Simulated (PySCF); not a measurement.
Compound: C5H11N.
SMILES: `C(=N\[H])/CCCC`

Theory: PySCF 2.14.0, density-fitted response routines, TDDFT wB97X-D/def2-SVPD, vertical, gas phase, core orbitals frozen in the response. Geometry: GFN2-xTB, one conformer, isolated molecule. Torsions of this conformer, `[H]/[N:6]=[CH:5]/[CH2:4][CH2:3][CH2:2][CH3:1]`: C1–C2–C3–C4 178°, C2–C3–C4–C5 -65°, C3–C4–C5–N6 127°.

Q: Predict the UV-vis stick spectrum at this level.

A: 

```json
{"state": "S1", "λ (nm)": "234.1", "E (eV)": "5.30", "f": "0.0020", "main configurations (H = HOMO, L = LUMO)": "H→L (94%)"}
{"state": "S2", "λ (nm)": "167.6", "E (eV)": "7.40", "f": "0.013", "main configurations (H = HOMO, L = LUMO)": "H→L+1 (43%), H→L+2 (37%), H→L+3 (8%)"}
{"state": "S3", "λ (nm)": "152.4", "E (eV)": "8.14", "f": "0.228", "main configurations (H = HOMO, L = LUMO)": "H-1→L (81%)"}
{"state": "S4", "λ (nm)": "145.6", "E (eV)": "8.52", "f": "0.049", "main configurations (H = HOMO, L = LUMO)": "H→L+3 (29%), H→L+1 (24%)"}
{"state": "S5", "λ (nm)": "144.4", "E (eV)": "8.58", "f": "0.076", "main configurations (H = HOMO, L = LUMO)": "H→L+4 (54%), H→L+3 (16%)"}
{"state": "S6", "λ (nm)": "143.8", "E (eV)": "8.62", "f": "0.012", "main configurations (H = HOMO, L = LUMO)": "H-2→L (52%), H-5→L (25%)"}
{"state": "S7", "λ (nm)": "142.3", "E (eV)": "8.71", "f": "0.030", "main configurations (H = HOMO, L = LUMO)": "H-3→L (54%), H-6→L (15%), H→L+3 (10%)"}
{"state": "S8", "λ (nm)": "141.1", "E (eV)": "8.79", "f": "0.016", "main configurations (H = HOMO, L = LUMO)": "H-1→L+1 (44%), H-1→L+2 (20%)"}
```

Triplets (Tamm–Dancoff): T1 4.54 eV, H→L (92%); T2 5.38 eV, H-1→L (66%), H-4→L (18%); T3 7.17 eV, H→L+1 (38%), H→L+2 (38%), H→L+3 (9%).

The lowest singlet lies at 5.30 eV (234 nm, ultraviolet) and is very weak; its leading configuration is HOMO→LUMO (94%). The most intense listed level is S3 at 8.14 eV (152 nm, f = 0.228), 2.84 eV above S1. Löwdin shares by element: HOMO nitrogen 59%, carbon 23% or more, hydrogen 8% or more; LUMO carbon 41% or more, nitrogen 33%, hydrogen 6% or more (atoms not listed hold the other 20%). The oscillator strengths of these states sum to 0.428; summed over the whole spectrum of an exact calculation they would give the number of electrons, 48 (Thomas–Reiche–Kuhn). Orbital energies (eV): HOMO-3 -11.42, HOMO-2 -11.23, HOMO-1 -10.56, HOMO -9.29, LUMO 1.78, LUMO+1 2.51, LUMO+2 2.84. Of the 8 states listed, 7 reach f = 0.01 and none stays under 0.0005. Only the lowest 8 singlets were computed, as vertical energies without vibronic structure.

Hardware: one thread, Arm Neoverse V1 (aarch64), shared host with 32 logical CPUs at a one-minute load of 9.2. Cost: 34 s, 0.87 GiB resident at most.
